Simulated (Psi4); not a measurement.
**A workflow on N2H (dinitrogen monohydride)**

Aim: a structure relaxation (UPBE/cc-pVDZ), then the harmonic vibrations, then the energy (USCS-MP2/aug-cc-pVDZ), then the excited states (TD-PBE/cc-pVDZ) of N2H (dinitrogen monohydride). 

The results are computed with Psi4 1.11.

### Step 1. The molecule

N2H has 3 atoms, charge 0, and is taken as a doublet. SMILES: `[N]=N`. Geometry: relaxed at GFN2-xTB. The run starts from this shape.

Bond lengths: N1–N2 1.164 Å, N2–H3 1.037 Å. Angles: N1–N2–H3 124.8°.

### Step 2. A geometry optimisation at UPBE/cc-pVDZ (density fitting) (run 1)

File calc.in:

```
memory 1.6 GB

molecule mol {
  0 2
  N      1.35155102    -1.21025620     0.61457673
  N     -0.45950580    -0.35031743    -0.28863677
  H     -0.89202632     1.56057363    -0.32593996
  units au
  symmetry c1
}

set {
  basis cc-pVDZ
  reference uks
  geom_maxiter 60
}

e_tot, wfn = opt("pbe", return_wfn=True)
```

Command:

```console
$ psi4 -n 1 calc.in calc.out
```

calc.out:

```text
[...]
  Running in c1 symmetry.
[...]
  Nuclear repulsion =   27.754370123458202
[...]
  Multiplicity = 2
[...]
  Nalpha       = 8
  Nbeta        = 7
[...]
    Number of basis functions: 33
[...]
   @DF-UKS iter   1:  -109.82495719040125   -2.15088e-01   1.27091e-02 DIIS/ADIIS
[...]
   @DF-UKS iter   7:  -109.91843610132791   -1.89004e-12   7.76542e-09 DIIS
[...]
   @S^2 Observed:                7.530355864E-01
[...]
    Orbital Energies [Eh]
    ---------------------
    Alpha Occupied:
       1A    -14.076119     2A    -14.058936     3A     -0.975344
       4A     -0.598089     5A     -0.419340     6A     -0.379143
       7A     -0.354404     8A     -0.160965
    Alpha Virtual:
       9A     -0.083094    10A      0.025641    11A      0.342016
      12A      0.442745    13A      0.599880    14A      0.614994
      15A      0.643453    16A      0.708257    17A      0.731380
      18A      0.748137    19A      0.919961    20A      1.113578
      21A      1.191820    22A      1.312628    23A      1.454518
      24A      1.591856    25A      1.604934    26A      1.663169
[...]
  @DF-UKS Final Energy:  -109.91843610132791
   => Energetics <=
    Nuclear Repulsion Energy =             27.1870106627779435
    One-Electron Energy =                -202.4682457319478885
    Two-Electron Energy =                  79.3118107085673216
    DFT Exchange-Correlation Energy =     -13.9490117407252843
    Empirical Dispersion Energy =           0.0000000000000000
    VV10 Nonlocal Energy =                  0.0000000000000000
    Total Energy =                       -109.9184361013279130
[...]
 Multipole Moments:
 ------------------------------------------------------------------------------------
     Multipole            Electronic (a.u.)      Nuclear  (a.u.)        Total (a.u.)
 ------------------------------------------------------------------------------------
 L = 1.  Multiply by 2.5417464519 to convert [e a0] to [Debye]
 Dipole X            :          0.3474012           -0.6403972           -0.2929959
 Dipole Y            :         -0.5274569            1.1520947            0.6246378
 Dipole Z            :          0.0000000           -0.0000000            0.0000000
 Magnitude           :                                                    0.6899413
[...]
  -Total Gradient:
     Atom            X                  Y                   Z
    ------   -----------------  -----------------  -----------------
       1        0.000200378396    -0.000088362586     0.000000000000
       2       -0.000206603940     0.000205339518     0.000000000000
       3        0.000006167342    -0.000118640659    -0.000000000000
[...]
    Final optimized geometry and variables:
    Molecular point group: c1
    Full point group: Cs
    Geometry (in Bohr), charge = 0, multiplicity = 2:
    N            1.103554726299    -0.454505853277     0.000000000000
    N           -1.010667486386     0.287398780259    -0.000000000000
    H           -1.290607846584     2.321844204401    -0.000000000000
    Psi4 run time: 0:00:07.75
[...]
```

Standard output:

```text
Optimizer: Optimization complete!
```

Run time: 9 s. Hardware: 1 thread of Intel Xeon 6975P-C (Granite Rapids), shared host; peak memory 0.3 GiB.

Steps, from the record of the run:

| step | energy from the first frame kept (eV) | largest force (eV/Å) |
| --- | --- | --- |
| 0 | 0.0000 | 2.4957 |
| 1 | -0.0822 | 0.5628 |
| 2 | -0.0876 | 0.0689 |
| 3 | -0.0876 | 0.0364 |
| 4 | -0.0877 | 0.0150 |

After the run. Bond lengths: N1–N2 1.186 Å, N2–H3 1.087 Å. Angles: N1–N2–H3 117.2°.

### Step 3. Vibrational wavenumbers at UPBE/cc-pVDZ (density fitting) (run 2)

File hn2.xyz:

```xyz
3
HN2
N      0.734029    -0.609391     0.338788
N     -0.264187    -0.218432    -0.167729
H     -0.441357     0.853650    -0.152742
```

File job.py:

```python
import psi4

psi4.set_memory('1600 MB')
psi4.set_num_threads(1)
psi4.set_output_file('hn2.out', False)

with open('hn2.xyz') as f:
    atoms = ''.join(f.readlines()[2:])
molecule = psi4.geometry('0 2\n' + atoms + 'symmetry c1')

psi4.set_options({
    'reference': 'uks',
    't': 400.0,
    'rotational_symmetry_number': 1,
})

e, wfn = psi4.frequencies('pbe/cc-pVDZ', molecule=molecule, return_wfn=True)
print(f'pbe/cc-pVDZ energy: {e:.10f} Eh')
print('wavenumbers / cm^-1:', wfn.frequencies().np.round(1))
for k, v in sorted(psi4.core.scalar_variables().items()):
    print(f'{k:45s} {v:18.10f}')
```

Command:

```console
$ python job.py
```

hn2.out, cut to the lines that bear on the results:

```text
[...]
  Running in c1 symmetry.
[...]
  Nuclear repulsion =   27.187009462102470
[...]
  Multiplicity = 2
[...]
  Nalpha       = 8
  Nbeta        = 7
[...]
    Number of basis functions: 33
[...]
   @DF-UKS iter   1:  -109.83360072929413   -2.70285e-01   1.21922e-02 ADIIS/DIIS
[...]
   @DF-UKS iter  12:  -109.91843610204408   -3.69482e-12   8.09157e-09 DIIS
[...]
   @S^2 Observed:                7.530356034E-01
[...]
  @DF-UKS Final Energy:  -109.91843610204408
   => Energetics <=
    Nuclear Repulsion Energy =             27.1869968112798688
    One-Electron Energy =                -202.4682192347435148
    Two-Electron Energy =                  79.3117967861300883
    DFT Exchange-Correlation Energy =     -13.9490104647105220
    Empirical Dispersion Energy =           0.0000000000000000
    VV10 Nonlocal Energy =                  0.0000000000000000
    Total Energy =                       -109.9184361020440832
[...]
 Multipole Moments:
[...]
  -Total Gradient:
     Atom            X                  Y                   Z
    ------   -----------------  -----------------  -----------------
       1        0.000200995651    -0.000088529276     0.000000015444
       2       -0.000207088928     0.000204143225    -0.000000319350
       3        0.000006035114    -0.000117277713     0.000000308441
[...]
  ==> Harmonic Vibrational Analysis <==
[...]
  Freq [cm^-1]                1072.9716           1820.1828           2504.6014
[...]
  IR activ [km/mol]            68.4943             49.5514             141.3467
[...]
  Total E_0, Enthalpy at 0 [K]                                                         -109.90613911 [Eh]
[...]
  Total H, Enthalpy at  400.00 [K]                                                     -109.90095363 [Eh]
[...]
  Total G, Gibbs energy at  400.00 [K]                                                 -109.93678434 [Eh]
[...]
```

The script printed:

```text
pbe/cc-pVDZ energy: -109.9184361012 Eh
wavenumbers / cm^-1: [1073.  1820.2 2504.6]
CURRENT ENERGY                                   -109.9184361012
CURRENT REFERENCE ENERGY                         -109.9184361012
DD SOLVATION ENERGY                                 0.0000000000
DFT FUNCTIONAL TOTAL ENERGY                      -109.9184361012
DFT TOTAL ENERGY                                 -109.9184361012
DFT VV10 ENERGY                                     0.0000000000
DFT XC ENERGY                                     -13.9490117507
ENTHALPY                                         -109.9009536270
ENTHALPY CORRECTION                                 0.0174824742
FINDIF NUMBER                                      13.0000000000
GIBBS FREE ENERGY                                -109.9367843412
GIBBS FREE ENERGY CORRECTION                       -0.0183482400
GRID ELECTRONS ALPHA                                7.9999999890
GRID ELECTRONS BETA                                 6.9999999523
GRID ELECTRONS TOTAL                               14.9999999413
NUCLEAR REPULSION ENERGY                           27.1870094621
ONE-ELECTRON ENERGY                              -202.4682438801
PCM POLARIZATION ENERGY                             0.0000000000
PE ENERGY                                           0.0000000000
SCF ITERATION ENERGY                             -109.9184361012
SCF ITERATIONS                                     12.0000000000
SCF TOTAL ENERGY                                 -109.9184361012
THERMAL ENERGY                                   -109.9022203512
THERMAL ENERGY CORRECTION                           0.0162157500
TWO-ELECTRON ENERGY                                79.3118100674
ZERO K ENTHALPY                                  -109.9061391087
ZPVE                                                0.0122969925
```

Run time: 29 s. Hardware: 1 thread of Intel Xeon 6975P-C (Granite Rapids), shared host; peak memory 0.29 GiB.

### Step 4. The energy at USCS-MP2/aug-cc-pVDZ (density fitting) (run 3)

File hn2.py:

```python
import psi4

psi4.set_memory(1600000000)
psi4.set_num_threads(1)
psi4.set_output_file('run.log', False)

mol = psi4.geometry("""
0 2
N      0.734029    -0.609391     0.338788
N     -0.264187    -0.218432    -0.167729
H     -0.441357     0.853650    -0.152742
symmetry c1
""")

options = {'basis': 'aug-cc-pVDZ', 'reference': 'uhf', 'freeze_core': True}
psi4.set_options(options)

energy_value = psi4.energy("scs-mp2")
print(f'scs-mp2 energy: {energy_value:.10f} Eh')
```

Command:

```console
$ python hn2.py
```

run.log:

```text
[...]
  Running in c1 symmetry.
[...]
  Nuclear repulsion =   27.187009462102470
[...]
  Multiplicity = 2
[...]
  Nalpha       = 8
  Nbeta        = 7
[...]
    Number of basis functions: 55
[...]
   @UHF iter   1:  -109.40464369000976   -8.33740e-01   3.72539e-03 ADIIS/DIIS
[...]
   @UHF iter  19:  -109.44516250192470   -5.34612e-11   6.42983e-09 DIIS
[...]
   @S^2 Observed:                9.019800210E-01
[...]
    Orbital Energies [Eh]
    ---------------------
    Alpha Occupied:
       1A    -15.676995     2A    -15.656412     3A     -1.417366
       4A     -0.907020     5A     -0.710307     6A     -0.633196
       7A     -0.569675     8A     -0.394243
    Alpha Virtual:
       9A      0.036135    10A      0.102323    11A      0.106239
      12A      0.145202    13A      0.158607    14A      0.185005
      15A      0.195378    16A      0.204760    17A      0.236577
      18A      0.293075    19A      0.331770    20A      0.374029
      21A      0.410794    22A      0.557656    23A      0.647071
      24A      0.669315    25A      0.683120    26A      0.718599
[...]
  @UHF Final Energy:  -109.44516250192470
   => Energetics <=
    Nuclear Repulsion Energy =             27.1870094621024698
    One-Electron Energy =                -202.0428555585815502
    Two-Electron Energy =                  65.4106835945543708
    Total Energy =                       -109.4451625019246990
  UHF NO Occupations:
  HONO-2 :    6  A 1.9925451
  HONO-1 :    7  A 1.9333495
[...]
 Multipole Moments:
 ------------------------------------------------------------------------------------
     Multipole            Electronic (a.u.)      Nuclear  (a.u.)        Total (a.u.)
 ------------------------------------------------------------------------------------
 L = 1.  Multiply by 2.5417464519 to convert [e a0] to [Debye]
 Dipole X            :          0.4194752           -0.6403972           -0.2209220
 Dipole Y            :         -0.4317824            1.1520950            0.7203125
 Dipole Z            :          0.0000000           -0.0000000            0.0000000
 Magnitude           :                                                    0.7534299
[...]
	SCS-MP2 Total Energy (a.u.)        :  -109.73525207195200
	SOS-MP2 Total Energy (a.u.)        :  -109.70891846293969
	SCSN-MP2 Total Energy (a.u.)       :  -109.58420395750971
[...]
	SOS-PI-MP2 Total Energy (a.u.)     :  -109.75287778977552
[...]
	MP2 Total Energy (a.u.)            :  -109.74395996314080
[...]
```

Standard output:

```text
scs-mp2 energy: -109.7352520720 Eh
```

Run time: 2.6 s. Hardware: 1 thread of Intel Xeon 6975P-C (Granite Rapids), shared host; peak memory 0.24 GiB.

### Step 5. The vertical excitations at TD-PBE/cc-pVDZ (density fitting, save jk yes) (run 4)

File input.dat:

```
memory 1600 MB

molecule m {
  0 2
  N
  N 1 R2
  H 2 R3 1 A3

  R2 = 1.185683
  R3 = 1.086726
  A3 = 117.17133
  units angstrom
  symmetry c1
}

set basis cc-pVDZ
set reference uks
set save_jk true

from psi4.driver.procrouting.response.scf_response import tdscf_excitations
energy_value, wavefunction = energy('pbe', return_wfn=True)
states = tdscf_excitations(wavefunction, states=4, tda=False)
```

Command:

```console
$ psi4 -i input.dat -o output.dat -n 1
```

output.dat, cut to the lines that bear on the results:

```text
[...]
  Running in c1 symmetry.
[...]
  Nuclear repulsion =   27.187005169097745
[...]
  Multiplicity = 2
[...]
  Nalpha       = 8
  Nbeta        = 7
[...]
    Number of basis functions: 33
[...]
   @DF-UKS iter   1:  -109.83360078991348   -2.70286e-01   1.21921e-02 DIIS/ADIIS
[...]
   @DF-UKS iter   9:  -109.91843609904704   -3.58739e-08   9.17320e-07 DIIS
[...]
   @S^2 Observed:                7.530346684E-01
[...]
  @DF-UKS Final Energy:  -109.91843609904704
   => Energetics <=
    Nuclear Repulsion Energy =             27.1870051690977448
    One-Electron Energy =                -202.4681986339111859
    Two-Electron Energy =                  79.3117630928005752
    DFT Exchange-Correlation Energy =     -13.9490057270341730
    Empirical Dispersion Energy =           0.0000000000000000
    VV10 Nonlocal Energy =                  0.0000000000000000
    Total Energy =                       -109.9184360990470424
[...]
 Multipole Moments:
 ------------------------------------------------------------------------------------
     Multipole            Electronic (a.u.)      Nuclear  (a.u.)        Total (a.u.)
 ------------------------------------------------------------------------------------
 L = 1.  Multiply by 2.5417464519 to convert [e a0] to [Debye]
 Dipole X            :         -0.3826683            0.8750582            0.4923899
 Dipole Y            :          0.5024338           -0.9857507           -0.4833169
 Dipole Z            :         -0.0000000            0.0000000           -0.0000000
 Magnitude           :                                                    0.6899587
[...]
**********                               WARNING                                **********
**********       The names of excited state variables changed between 1.5       **********
[...]
**********                               WARNING                                **********
**********  Length-gauge rotatory strengths are **NOT** gauge-origin invariant  **********
[...]
                                    Excitation Energy         Total Energy        Oscillator Strength             Rotatory Strength
[...]
Excited State    1 (1 A):   0.07536 au   604.61 nm f = 0.0001
[...]
Excited State    2 (1 A):   0.18814 au   242.18 nm f = 0.0546
[...]
Excited State    3 (1 A):   0.22583 au   201.76 nm f = 0.0049
[...]
Excited State    4 (1 A):   0.23036 au   197.79 nm f = 0.0000
[...]
```

It took 9 s on 1 thread of Intel Xeon 6975P-C (Granite Rapids), shared host; peak memory 0.27 GiB.

The roots found:

| excited state | energy (eV) | strength | label |
| --- | --- | --- | --- |
| 1 | 2.051 | 0.0001 | A 1 |
| 2 | 5.119 | 0.0546 | A 1 |
| 3 | 6.145 | 0.0049 | A 1 |
| 4 | 6.269 | 0.0000 | A 1 |

### Step 6. What came out

```
                                                                               quantity             value
                                           run 1, UPBE/cc-pVDZ: total energy at the end     -109.91844 Eh
                                                     run 1, UPBE/cc-pVDZ: dipole moment            1.75 D
                                run 1, UPBE/cc-pVDZ: HOMO energy (highest over α and β)          -4.38 eV
                                 run 1, UPBE/cc-pVDZ: LUMO energy (lowest over α and β)          -2.64 eV
                                                              run 1, UPBE/cc-pVDZ: ⟨S²⟩             0.753
                                        run 2, UPBE/cc-pVDZ: lowest harmonic wavenumber         1073 cm⁻¹
                                       run 2, UPBE/cc-pVDZ: highest harmonic wavenumber         2505 cm⁻¹
                                                 run 2, UPBE/cc-pVDZ: zero-point energy       32.3 kJ/mol
            run 2, UPBE/cc-pVDZ: ideal-gas entropy at 400 K (symmetry number 1 as used)  56.2 cal/(mol K)
                                              run 3, USCS-MP2/aug-cc-pVDZ: total energy     -109.73525 Eh
run 3, USCS-MP2/aug-cc-pVDZ: HOMO energy (Hartree–Fock orbitals) (highest over α and β)         -10.73 eV
 run 3, USCS-MP2/aug-cc-pVDZ: LUMO energy (Hartree–Fock orbitals) (lowest over α and β)           0.98 eV
               run 3, USCS-MP2/aug-cc-pVDZ: correlation energy (2 core orbitals frozen)        -290.1 mEh
                         run 3, USCS-MP2/aug-cc-pVDZ: ⟨S²⟩ of the reference determinant             0.902
                               run 4, TD-PBE/cc-pVDZ: ground-state or mean-field energy     -109.91844 Eh
                           run 4, TD-PBE/cc-pVDZ: dipole moment (PBE Kohn–Sham density)            1.75 D
     run 4, TD-PBE/cc-pVDZ: HOMO energy (PBE Kohn–Sham orbitals) (highest over α and β)          -4.38 eV
      run 4, TD-PBE/cc-pVDZ: LUMO energy (PBE Kohn–Sham orbitals) (lowest over α and β)          -2.63 eV
                               run 4, TD-PBE/cc-pVDZ: ⟨S²⟩ of the reference determinant             0.753
                                        run 4, TD-PBE/cc-pVDZ: lowest excitation energy           2.05 eV
```

**Reading.** The optimisation (run 1, UPBE/cc-pVDZ) took 5 steps and changed the energy by -0.088 eV. All 3 modes (run 2, UPBE/cc-pVDZ) are real, so the shape is a minimum at this level. ⟨S²⟩ (run 3, USCS-MP2/aug-cc-pVDZ) is 0.90 where a pure doublet has 0.75: the reference is spin-contaminated. The brightest of the 4 transitions from the ground state lies at 5.12 eV (242 nm, f = 0.055); the lowest, at 2.05 eV, has f = 0.000. Roots above 4.4 eV lie over the negative of the HOMO energy, where those of Rydberg kind are poorly described; valence roots are less touched.
